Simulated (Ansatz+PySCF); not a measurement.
Values are calculated unless marked as measured or tabulated.
This PySCF input gave a total energy of -113.73219 hartree.

```python
from pyscf import gto, dft

mol = gto.M(atom="""
C 0.000000 0.485980 -0.326220
H 0.000000 1.493250 0.196930
O 0.000000 -0.551140 0.220050
""", basis='def2-svp', charge=0, spin=1)
mf = dft.UKS(mol, xc='wb97x')
mf.init_guess = 'minao'
mf.kernel()
while True:  # follow internal instabilities
    mo, _, stable, _ = mf.stability(return_status=True)
    if stable: break
    mf.kernel(mf.make_rdm1(mo, mf.mo_occ))
print(mf.converged, mf.e_tot, mf.spin_square()[0])
```

Question: Write an input for Ansatz with the same method and basis set.

Answer:

```yaml
crystal:
  periodic: [false, false, false]
  atoms:
    - { symbol: C, position_ang: [0.0, 0.48598, -0.32622] }
    - { symbol: H, position_ang: [0.0, 1.49325, 0.19693] }
    - { symbol: O, position_ang: [0.0, -0.55114, 0.22005] }
basis:
  gaussian: { orbitals: def2-SVP }
magnetization:
  spin_polarized: true
  initial_magnetization: 1
hamiltonian:
  xc: { name: wB97X }
```

Ansatz (development build ahead of 0.2.0) gave -113.73220 hartree, 0.11 meV from the first.
